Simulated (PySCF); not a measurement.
## Highest orbital energy against ionisation energy along the third row

Calculated with PySCF 2.14, no spin-orbit coupling. Each cell gives −ε(HOMO) / ΔSCF in eV; NIST values include spin-orbit coupling, (s) semi-empirical, (t) theoretical.

| species | UHF | LDA | PBE | PBE0 | r2SCAN | NIST (lowest levels) |
| --- | --- | --- | --- | --- | --- | --- |
| Mg (aug-cc-pCVTZ-DK with one added diffuse shell each of s, p, d, f type, spin-free X2C) | 6.896 / 6.616 | 4.780 / 7.730 | 4.704 / 7.622 | 5.432 / 7.551 | 4.821 / 7.382 | 7.646 |
| Al (aug-cc-pCVTZ-DK with one added diffuse shell each of s, p, d, f type, spin-free X2C) | 5.921 / 5.589 | 3.007 / 6.017 | 3.082 / 6.061 | 3.894 / 6.079 | 3.334 / 6.151 | 5.986 |
| Si (aug-cc-pCVTZ-DK with one added diffuse shell each of s, p, d, f type, spin-free X2C) | 8.187 / 7.627 | 4.569 / 8.224 | 4.596 / 8.187 | 5.617 / 8.207 | 4.906 / 8.308 | 8.152 |
| P (aug-cc-pCVTZ-DK with one added diffuse shell each of s, p, d, f type, spin-free X2C) | 10.658 / 9.896 | 6.290 / 10.568 | 6.284 / 10.481 | 7.523 / 10.520 | 6.691 / 10.625 | 10.487 |
| S (aug-cc-pCVTZ-DK with one added diffuse shell each of s, p, d, f type, spin-free X2C) | 10.312 / 9.222 | 6.161 / 10.555 | 6.148 / 10.420 | 7.409 / 10.393 | 6.406 / 10.363 | 10.360 |
| Cl (aug-cc-pCVTZ-DK with one added diffuse shell each of s, p, d, f type, spin-free X2C) | 13.073 / 11.751 | 8.199 / 13.190 | 8.122 / 12.962 | 9.591 / 12.943 | 8.452 / 12.990 | 12.968 |
| Ar (aug-cc-pCVTZ-DK with one added diffuse shell each of s, p, d, f type, spin-free X2C) | 16.071 / 14.537 | 10.395 / 15.978 | 10.274 / 15.694 | 11.967 / 15.702 | 10.720 / 15.750 | 15.760 |

Question: How far is −ε(HOMO) from ΔSCF on average for each method, and why?

Answer: UHF 0.84 eV; LDA -4.12 eV; PBE -4.03 eV; PBE0 -2.85 eV; r2SCAN -3.75 eV. Hartree-Fock orbital energies lack relaxation and so exceed the ΔSCF value; semilocal functionals have convex E(N) from self-interaction, so their HOMO lies far too high; exact exchange moves hybrids part of the way back.
